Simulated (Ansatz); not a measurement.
hcp Ti, treated with HSE06 (Ansatz, an electronic-structure program, plane waves, PAW).

Run with plane-wave cutoff 500 eV, 8×6×1 k mesh (along the axes of the cell as run), Fermi–Dirac smearing 0.1 eV, scalar-relativistic PAW data made under PBE.

The cell is the one relaxed with r²SCAN.

Q: What does this level give for the surface energy of the (10-10) face and work function of the (10-10) face?

A: 
- surface energy of the (10-10) face = 2.37 J/m²
- work function of the (10-10) face = 3.84 eV

Note: exact exchange on metals is sensitive to the k mesh and can open a false gap.

The slab of 8 atoms is relaxed and unreconstructed.

The computed numbers hold no vibrational or temperature effects.

Computing time: very roughly 60 core-minutes.
